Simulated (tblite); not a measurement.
Compound: 1-chloro-2-fluoroethane, C2H4ClF.
SMILES with atom numbers: `[F:1][CH2:2][CH2:3][Cl:4]` (hydrogens: H5, H6 on C2; H7, H8 on C3)

Computed with GFN2-xTB (tblite), gas phase: nudged elastic band of 9 images (0 to 8), spring 0.2 eV/Å², climbing image at the end, force threshold 0.05 eV/Å. No saddle search or frequency run followed, so the top image need not be a first-order saddle, and its height can exceed the method's true barrier by a kcal/mol or more.

Path: rotation about C2–C3 (sp3 C–F carbon, sp3 C–Cl carbon), followed by the dihedral F1–C2–C3–Cl4. Start geometry (image 0):
```
atom  x, y, z in Å
F1     -1.600   -0.827    0.212
C2     -0.738    0.228    0.054
C3      0.684   -0.301   -0.049
Cl4     1.802    1.065   -0.259
H5     -1.037    0.757   -0.857
H6     -0.861    0.879    0.926
H7      0.791   -0.959   -0.912
H8      0.968   -0.832    0.860
```

The converged band, energies from image 0, some withheld:

```csv
image,dihedral (°),F1–C2 (Å),C2–C3 (Å),C3–Cl4 (Å),F1–C2–C3 (°),C2–C3–Cl4 (°),E (meV)
0,180,1.372,1.521,1.777,109.1,109.2,0
1,-169,1.372,1.522,1.776,108.8,109.7,7
2,-156,1.372,1.524,1.778,108.9,110.2,30
3,-143,1.372,1.526,1.780,109.2,110.9,60
4,-129,1.372,1.528,1.782,109.5,111.4,?
5,-116,1.371,1.527,1.784,109.9,111.8,?
6,-103,1.371,1.524,1.785,110.1,111.8,80
7,-89,1.370,1.520,1.786,110.2,111.6,64
8,-76,1.369,1.518,1.787,110.8,111.4,?
```

Q: Estimate the withheld energies, and name the highest image.

A: image 4: 83 meV; image 5: 90 meV; image 8: 54 meV. The highest is image 5.

Q: Between which neighbours does the energy rise most, and fall most?

A: It rises most from image 2 to 3 (+30 meV) and falls most from image 6 to 7 (-16 meV).

Q: Give the height of the top above the start in other units, and in kT at 298.15 K.

A: 0.0901 eV = 2.08 kcal/mol = 8.7 kJ/mol = 727 cm⁻¹, or 3.5 kT.

Q: What forces remain on the atoms at the highest image?

A: 
```
atom  x, y, z in Å  |  force x, y, z in eV/Å
F1     -1.435   -0.578    0.900   -0.013   0.015   0.001
C2     -0.756    0.216    0.011    0.021  -0.031  -0.002
C3      0.680   -0.281   -0.137    0.030   0.012  -0.017
Cl4     1.860    0.925    0.441    0.013   0.025   0.023
H5     -1.303    0.157   -0.936    0.009   0.010   0.021
H6     -0.793    1.236    0.406   -0.016  -0.009  -0.012
H7      0.936   -0.488   -1.174   -0.027  -0.010  -0.021
H8      0.820   -1.179    0.465   -0.018  -0.012   0.007
```

The largest is 0.038 eV/Å, against the threshold of 0.05 eV/Å on the band's forces.

The cost below is that of the whole band run. Cost: about 4 s of CPU time on one thread; the machine was shared, so the figure is rough.
